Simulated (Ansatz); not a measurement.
```csv
atom,x (Å),y (Å),z (Å)
N,0.5500,0.0000,3.3000
N,-0.5500,0.0000,3.3000
H,0.3700,0.0000,0.0000
H,-0.3700,0.0000,0.0000
```

RHF on singlet N₂H₂ in separate pieces was run in several spherical basis sets with Ansatz (development build ahead of 0.2.0).

Question: Rank the basis sets by the total energy that they give, lowest first, with the distance from the lowest.
A. cc-pVDZ
B. 6-31G
C. def2-SVP

Answer: A (0.00 eV), B (2.40 eV), C (2.77 eV).

Totals follow the description of the cores as much as that of the bonds, so this order isn't one of quality for chemistry.
